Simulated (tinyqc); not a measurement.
The basis set: RHF and MP2 along a ladder of basis sets, for CH4, spin multiplicity 1. Computed by the program tinyqc with PySCF. Same geometry throughout; the dipole is taken about the origin.

Geometry (angstrom):
```
atom        x        y        z
C      0.0000   0.0000   0.0000
H      0.6130   0.6130   0.6130
H      0.6130  -0.6130  -0.6130
H     -0.6130   0.6130  -0.6130
H     -0.6130  -0.6130   0.6130
```

RHF and frozen-core MP2 in a ladder of bases:
```
basis        functions  E(RHF) (hartree)  E(MP2 corr) (hartree)  HOMO (eV)  LUMO (eV)  dipole (debye)
sto-3g               9         -39.72528               -0.05323    -14.396     20.094           0.000
3-21g               17         -39.97559               -0.09732    -14.981      8.219           0.000
6-31g               17         -40.17937               -0.09667    -14.975      7.081           0.000
cc-pvdz             34         -40.19629               -0.15993    -14.959      5.343           0.000
aug-cc-pvdz         59         -40.19746               -0.16664    -14.992      1.011           0.000
cc-pvtz             86         -40.21230               -0.19786    -15.017      3.950           0.000
```

Estimate the missing row, basis = 6-31g**.

Computed row:
```
basis    functions  E(RHF) (hartree)  E(MP2 corr) (hartree)  HOMO (eV)  LUMO (eV)  dipole (debye)
6-31g**         34         -40.20032               -0.16138    -14.980      7.108           0.000
```

From cc-pVDZ to cc-pVTZ the RHF energy falls by 16.0 mhartree and the correlation energy by 37.9. If valence correlation converges as X^-3, (27 E(T) - 8 E(D))/19 gives -0.2138 hartree, a rough estimate from such small X that usually falls short; STO-3G holds about 25 % of it. Beyond STO-3G the LUMO moves by 7.2 eV and the HOMO by 0.1 eV; diffuse functions lower the positive LUMO sharply, since an unbound virtual level tracks the most diffuse function.
